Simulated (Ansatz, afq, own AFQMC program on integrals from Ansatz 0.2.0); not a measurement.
Atomization energy of N$_{2}$H, quartet

```tsv
atom	x (Å)	y (Å)	z (Å)
N	0.0000	0.1197	0.6764
N	0.0000	-0.0606	-0.7555
H	0.0000	-0.8208	1.0987
```

Connectivity, by distances: NH–N.

Atoms in their ground-state spins without spin–orbit coupling (mostly on UHF) minus the molecule (UHF), without zero-point energy. The geometry is a stationary point, not shown to be a minimum.

Basis cc-pVDZ. Only valence electrons are correlated. AFQMC by an in-house program on the Cholesky factors that Ansatz 0.2.0 writes for its CCSD(T) run. ph-AFQMC/CISD is guided by a CISD state made of CCSD amplitudes; releasing the constraint for a short imaginary time cuts its bias at the price of noise, slowly where states lie close. Free AFQMC starts from the CCSD state and is never constrained. Its projection time is finite, and what remains of the start isn't in its error. Uncertainties: one standard error, sampling alone. The errors of all members are added in quadrature.

No full CI on the walks' own integrals is used here; CCSDT(Q) serves as the reference and is uncertain by about the last step of the cluster series. Each member takes its own surest rung, up to full CI.

The best estimate is CCSD(T) at the basis-set limit (CBS: def2-TZVPP and def2-QZVPP, with their diffuse functions for anions and beside diffuse sets, CCSD(T) itself extrapolated) plus the step from CCSD(T) to CCSDT(Q) in cc-pVDZ. Rows without CBS are in cc-pVDZ, the functionals in def2-TZVP; B2PLYP and the wave-function rows carry a basis error of their own. Core correlation and relativity beyond core potentials are missing, and ± holds the sampling alone.

Cautions: N₂H (quartet): another spin lies lower.

Q: Estimate: order these levels by their error in the atomization energy against the best estimate, smallest first.
A. wB97M-V
B. PBE0
C. HF
D. CCSD(T)

A: A (3.8 kcal/mol), B (8.5 kcal/mol), D (24.8 kcal/mol), C (82.3 kcal/mol).

Best estimate: 120.6 kcal/mol.

Best estimates are given only where the step beyond CCSD(T) is under 0.3 eV and no member's determinant is very poor (T1 over 0.05, or 0.07 for open shells, ⟨S²⟩ too high by 0.3, two states mixed), so the hardest cases are missing from such tables.

The functionals ran in a triple-zeta set and keep a basis error of their own, a few kJ/mol for each bond in atomization energies and more for double hybrids, so close places among them and the extrapolated levels can swap.

Each member of a difference takes its own highest rung, so a best estimate needn't equal the limit plus the step of one row. A walk keeps the symmetry of its determinant, which the program's search chose and which needn't be the lowest solution, so a lower state of the same spin and another symmetry isn't excluded.
